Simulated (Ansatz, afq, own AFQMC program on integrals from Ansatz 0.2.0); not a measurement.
**H2F, doublet in cc-pVTZ, levels against CCSDT(Q)**

```yaml
atoms:
  - { symbol: H, position_ang: [0.0000, 0.0000, -0.9063] }
  - { symbol: H, position_ang: [0.0000, 0.0000, -0.0883] }
  - { symbol: F, position_ang: [0.0000, 0.0000, 0.9947] }
```

Basis cc-pVTZ. Only valence electrons are correlated. Ansatz 0.2.0 and our own AFQMC program on the same integrals; the CISD trial comes from CCSD amplitudes, and released means the phaseless constraint is let go. ± is one standard error of the sampling.

Determinant: UHF, the one that the program's search chose, which needn't be the lowest solution. The geometry is a point of a scan.

No full CI on the walks' own integrals is used here; CCSDT(Q) serves as the reference and is uncertain by about the last step of the cluster series.

The T1 diagnostic is 0.0176. The weight of the determinant in the CISD state is 0.936, the ⟨S²⟩ of the determinant is 0.782 and the size of the correlated space is 9 electrons in 57 orbitals.

```json
{"level": "MP2", "correlation energy (eV)": "-7.5447"}
{"level": "CCSD", "correlation energy (eV)": "-7.8212"}
{"level": "CCSD(T)", "correlation energy (eV)": "-8.0158"}
```

Q: Estimate where AFQMC with the constraint released lies against CCSD(T) on the same integrals.

A: 0.50 ± 0.13 mEh below CCSD(T).

Reference: CCSDT(Q), correlation energy -8.032 eV. The released energy is read at 2.40 1/Eh (meV from the phaseless value at times in 1/Eh: 5 ± 7 at 0.24, -7.5 ± 2.5 at 0.51, -5 ± 4 at 0.99, -12 ± 4 at 1.62, -9 ± 4 at 2.40).

```csv
level,E − E(reference) (mEh),share of correlation (%)
CCSD(T),0.59,99.80
CCSDT,0.35,99.88
ph-AFQMC/CISD,0.41 ± 0.09,99.86
released AFQMC,0.09 ± 0.13,99.97
```

A walk keeps the symmetry of its determinant, which the program's search chose and which needn't be the lowest solution, so a lower state of the same spin and another symmetry isn't excluded. Released energies are given only where the last usable release times agree within the noise; a slower fall can still hide under it.
